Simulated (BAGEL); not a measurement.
# A workflow on SiH2O2 (SMILES O[Si]O)

We compute a single-point energy (HF/def2-SVP), then the energy (NEVPT2(2,2)/def2-SVP), then the energy (CASPT2(2,2)/def2-SVP) of SiH2O2. 

The results are computed with BAGEL 1.2.2.

1 further run of the same task is left out (set aside as unsound or not needed).

### 1 Starting point

SiH2O2: 5 atoms, total charge 0, spin state singlet. As SMILES, `O[Si]O`. One bond was lengthened or shortened from a relaxed shape.

Bond lengths: O1–Si2 1.642 Å, Si2–O3 1.663 Å, O1–H4 0.964 Å, O3–H5 1.104 Å. Angles: O1–Si2–O3 99.4°, Si2–O1–H4 117.5°, Si2–O3–H5 116.1°.

### 2 The energy at HF/def2-SVP (density fitting with svp-jkfit) (run 1)

Input file job.json:

```json
{ "bagel": [

{
  "title": "molecule",
  "basis": "svp",
  "df_basis": "svp-jkfit",
  "angstrom": "true",
  "geometry": [
    { "atom": "O", "xyz": [   -1.572992,   -0.075504,   -0.329731 ] },
    { "atom": "Si", "xyz": [   -0.341792,   -0.761204,    0.512969 ] },
    { "atom": "O", "xyz": [    0.906208,    0.217596,    0.013869 ] },
    { "atom": "H", "xyz": [   -1.361692,    0.678996,   -0.890831 ] },
    { "atom": "H", "xyz": [    1.901100,   -0.013100,    0.433400 ] }
  ]
},
{
  "title": "hf"
},
{
  "title": "print",
  "file": "orbitals.molden",
  "orbitals": "true"
}

]}
```

Started as:

```console
$ BAGEL_NUM_THREADS=1 BAGEL job.json > job.out
```

The log of the run:

```text
* using 1 threads per process

  ===============================================================
  ===============================================================

  *** Geometry ***

  { "atom" : "O", "xyz" : [     -2.972524,     -0.142682,     -0.623101 ] },
  { "atom" : "Si", "xyz" : [     -0.645893,     -1.438467,      0.969371 ] },
  { "atom" : "O", "xyz" : [      1.712485,      0.411197,      0.026209 ] },
  { "atom" : "H", "xyz" : [     -2.573225,      1.283116,     -1.683427 ] },
  { "atom" : "H", "xyz" : [      3.592558,     -0.024755,      0.819007 ] },

  Number of auxiliary basis functions:      318

  Since a DF basis is specified, we compute 2- and 3-index integrals:
    o Being stored without compression. Storage requirement is 0.008 GB

  Number of basis functions:       56
  Number of electrons      :       32

    * METHOD: MOLECULE                             0.08

  *** RHF ***

  === Nuclear Repulsion ===
   102.8643953212

      * DIIS with orbital gradients will be used.

  === RHF iteration (svp) ===
      0       -439.37190141          0.03365195           0.02
      1       -439.51942232          0.02481477           0.02
      2       -439.64586194          0.00161645           0.02
      3       -439.64722520          0.00057241           0.02
      4       -439.64733221          0.00020959           0.02
      5       -439.64734945          0.00004420           0.02
      6       -439.64735084          0.00001135           0.02
      7       -439.64735092          0.00000325           0.02
      8       -439.64735093          0.00000106           0.02
      9       -439.64735093          0.00000030           0.02
     10       -439.64735093          0.00000012           0.02
     11       -439.64735093          0.00000005           0.02
     12       -439.64735093          0.00000001           0.02
     13       -439.64735093          0.00000000           0.02
    * SCF iteration converged.

    * Permanent dipole moment:
           (   -0.814000,    -0.249294,     0.011371) a.u.

    * METHOD: HF                                   0.33

    * METHOD: PRINT                                0.01

  ===============================================================
```

Run time: 0.66 s. Hardware: 1 thread of Arm Neoverse V2, shared host; peak memory 0.14 GiB.

### 3 A single-point energy at NEVPT2(2,2)/def2-SVP (density fitting with svp-jkfit) (run 2)

Input file input.json:

```json
{ "bagel" : [

{
  "title" : "molecule",
  "basis" : "svp",
  "df_basis" : "svp-jkfit",
  "angstrom" : "true",
  "geometry" : [
    { "atom" : "O", "xyz" : [   -1.572992,   -0.075504,   -0.329731 ] },
    { "atom" : "Si", "xyz" : [   -0.341792,   -0.761204,    0.512969 ] },
    { "atom" : "O", "xyz" : [    0.906208,    0.217596,    0.013869 ] },
    { "atom" : "H", "xyz" : [   -1.361692,    0.678996,   -0.890831 ] },
    { "atom" : "H", "xyz" : [    1.901100,   -0.013100,    0.433400 ] }
  ]
},
{
  "title" : "hf"
},
{
  "title" : "casscf",
  "nstate" : 1,
  "nact" : 2,
  "nclosed" : 15,
  "active" : [11, 18],
  "maxiter" : 200,
  "natocc" : "true"
},
{
  "title" : "nevpt2",
  "nstate" : 1,
  "nact" : 2,
  "nclosed" : 15,
  "active" : [11, 18],
  "maxiter" : 200,
  "natocc" : "true",
  "ncore" : 7
},
{
  "title" : "print",
  "file" : "orbitals.molden",
  "orbitals" : "true"
}

]}
```

Started as:

```console
$ BAGEL_NUM_THREADS=1 BAGEL input.json > input.out
```

The log of the run:

```text
* using 1 threads per process

  ===============================================================
  ===============================================================

  *** Geometry ***

  { "atom" : "O", "xyz" : [     -2.972524,     -0.142682,     -0.623101 ] },
  { "atom" : "Si", "xyz" : [     -0.645893,     -1.438467,      0.969371 ] },
  { "atom" : "O", "xyz" : [      1.712485,      0.411197,      0.026209 ] },
  { "atom" : "H", "xyz" : [     -2.573225,      1.283116,     -1.683427 ] },
  { "atom" : "H", "xyz" : [      3.592558,     -0.024755,      0.819007 ] },

  Number of auxiliary basis functions:      318

  Since a DF basis is specified, we compute 2- and 3-index integrals:
    o Being stored without compression. Storage requirement is 0.008 GB

  Number of basis functions:       56
  Number of electrons      :       32

    * METHOD: MOLECULE                             0.08

  *** RHF ***

  === Nuclear Repulsion ===
   102.8643953212

      * DIIS with orbital gradients will be used.

  === RHF iteration (svp) ===
      0       -439.37190141          0.03365195           0.02
      1       -439.51942232          0.02481477           0.02
      2       -439.64586194          0.00161645           0.02
      3       -439.64722520          0.00057241           0.02
      4       -439.64733221          0.00020959           0.02
      5       -439.64734945          0.00004420           0.02
[... 6 lines of this table left out ...]
     12       -439.64735093          0.00000001           0.02
     13       -439.64735093          0.00000000           0.02
    * SCF iteration converged.

    * Permanent dipole moment:
           (   -0.814000,    -0.249294,     0.011371) a.u.

    * METHOD: HF                                   0.35

  ---------------------------
      CASSCF calculation
  ---------------------------

    ==== Active orbitals : =====
         Orbital 11
         Orbital 18
    ============================

    * nstate   :      1
    * nclosed  :     15
    * nact     :      2
    * nvirt    :     39
  === CASSCF iteration (svp) ===

    * Using the second-order algorithm

      0  0      -439.64784423     1.90e-04      0.01

      1  0      -439.66163994     2.15e-03      0.12

      2  0      -439.67178789     7.21e-04      0.13

[... 21 lines of this table left out ...]

     14  0      -439.67298645     4.66e-09      0.08

    * Second-order optimization converged. *

     guess   0:   closed 1.                   open ..

  === FCI iteration ===

      0  0      -439.64680149     1.03e-01      0.00
      1  0      -439.67290517     4.50e-03      0.00
      2  0 *    -439.67298645     4.56e-16      0.00

     * ci vector, state   0, <S^2> = 0.0000
       2.     0.9920320366
       .2    -0.1259858656

    * METHOD: CASSCF                               1.72

    * freezing 7 orbitals

  === DF-NEVPT2 calculation ===

    * 3-index integral transformation done
    * assembly done

      NEVPT2 correlation energy:   -0.4360031598      0.04

          (+0)     -0.3521182848
          (+0)'    -0.0372307241
          (+1)     -0.0061365058
          (+1)'    -0.0000000000
          (+2)     -0.0005305000
          (-1)     -0.0336234862
          (-1)'     0.0000000000
          (-2)     -0.0063636590

      NEVPT2 total energy:       -440.1089896117

    * METHOD: NEVPT2                               0.08

    * METHOD: PRINT                                0.01

  ===============================================================
```

Wall time 2.5 s (1 thread of Arm Neoverse V2, shared host); peak memory 0.14 GiB.

### 4 The energy at CASPT2(2,2)/def2-SVP (density fitting with svp-jkfit) (run 3)

Input file input.json:

```json
{ "bagel": [

{
  "title": "molecule",
  "basis": "svp",
  "df_basis": "svp-jkfit",
  "angstrom": true,
  "geometry": [
    { "atom": "O", "xyz": [   -1.572992,   -0.075504,   -0.329731 ] },
    { "atom": "Si", "xyz": [   -0.341792,   -0.761204,    0.512969 ] },
    { "atom": "O", "xyz": [    0.906208,    0.217596,    0.013869 ] },
    { "atom": "H", "xyz": [   -1.361692,    0.678996,   -0.890831 ] },
    { "atom": "H", "xyz": [    1.901100,   -0.013100,    0.433400 ] }
  ]
},
{ "title": "hf", "charge": 0 },
{
  "title": "casscf",
  "nstate": 1,
  "nact": 2,
  "nclosed": 15,
  "charge": 0,
  "nspin": 0,
  "active": [11, 18],
  "maxiter": 200,
  "natocc": true
},
{ "title": "print", "file": "orbitals.molden", "orbitals": true },
{ "title": "smith", "method": "caspt2", "ms": true, "xms": true, "sssr": true, "shift": 0.2, "shift_imag": true, "ncore": 7 }

]}
```

Started as:

```console
$ BAGEL_NUM_THREADS=1 BAGEL input.json > input.out
```

The log of the run:

```text
* using 1 threads per process

  ===============================================================
  ===============================================================

  *** Geometry ***

  { "atom" : "O", "xyz" : [     -2.972524,     -0.142682,     -0.623101 ] },
  { "atom" : "Si", "xyz" : [     -0.645893,     -1.438467,      0.969371 ] },
  { "atom" : "O", "xyz" : [      1.712485,      0.411197,      0.026209 ] },
  { "atom" : "H", "xyz" : [     -2.573225,      1.283116,     -1.683427 ] },
  { "atom" : "H", "xyz" : [      3.592558,     -0.024755,      0.819007 ] },

  Number of auxiliary basis functions:      318

  Since a DF basis is specified, we compute 2- and 3-index integrals:
    o Being stored without compression. Storage requirement is 0.008 GB

  Number of basis functions:       56
  Number of electrons      :       32

    * METHOD: MOLECULE                             0.08

  *** RHF ***

  === Nuclear Repulsion ===
   102.8643953212

      * DIIS with orbital gradients will be used.

[... 6 lines left out ...]
    * SCF iteration converged.
[... 1 line left out ...]
    * Permanent dipole moment:
[... 27 lines left out ...]
    * Second-order optimization converged. *
[... 9 lines left out ...]
     * ci vector, state   0, <S^2> = 0.0000
[... 16 lines left out ...]
    * Zeroth order energy : state  0       -1.3941032312
[... 4 lines left out ...]
       #      aibj      arbs      arbi      airj      risj      airs      arst      rist         Etot      error   time
[... 2 lines left out ...]
       0  -0.35139  -0.00743  -0.03366  -0.00633  -0.00068  -0.03248  -0.00000  -0.00000   -0.4319687  0.0032598   0.02
       1  -0.35168  -0.00749  -0.03389  -0.00646  -0.00073  -0.03335  -0.00000  -0.00000   -0.4335972  0.0005510   0.02
       2  -0.35172  -0.00750  -0.03382  -0.00646  -0.00074  -0.03342  -0.00000  -0.00000   -0.4336638  0.0001269   0.02
       3  -0.35172  -0.00750  -0.03382  -0.00645  -0.00074  -0.03343  -0.00000  -0.00000   -0.4336665  0.0000294   0.02
       4  -0.35171  -0.00750  -0.03382  -0.00645  -0.00074  -0.03343   0.00000  -0.00000   -0.4336667  0.0000070   0.02
       5  -0.35171  -0.00750  -0.03382  -0.00645  -0.00075  -0.03343   0.00000  -0.00000   -0.4336667  0.0000015   0.02
       6  -0.35171  -0.00750  -0.03382  -0.00645  -0.00075  -0.03343   0.00000  -0.00000   -0.4336667  0.0000004   0.02

      ------------------------------------------------------------------------------------------------------------------

    * CASPT2 energy : state  0     -440.1086349063
        w/o shift correction       -440.1066531570
        reference weight              0.8855929851

    * METHOD: SMITH                                0.19

  ===============================================================
```

Run time: 2.5 s. Hardware: 1 thread of Arm Neoverse V2, shared host; peak memory 0.14 GiB.

### 5 Results

```
                                 quantity          value
         run 1, HF/def2-SVP: total energy  -439.64735 Eh
        run 1, HF/def2-SVP: dipole moment         2.16 D
          run 1, HF/def2-SVP: HOMO energy       -9.54 eV
          run 1, HF/def2-SVP: LUMO energy        2.44 eV
        run 1, HF/def2-SVP: HOMO–LUMO gap       11.98 eV
run 2, NEVPT2(2,2)/def2-SVP: total energy  -440.10899 Eh
run 3, CASPT2(2,2)/def2-SVP: total energy  -440.10863 Eh
```
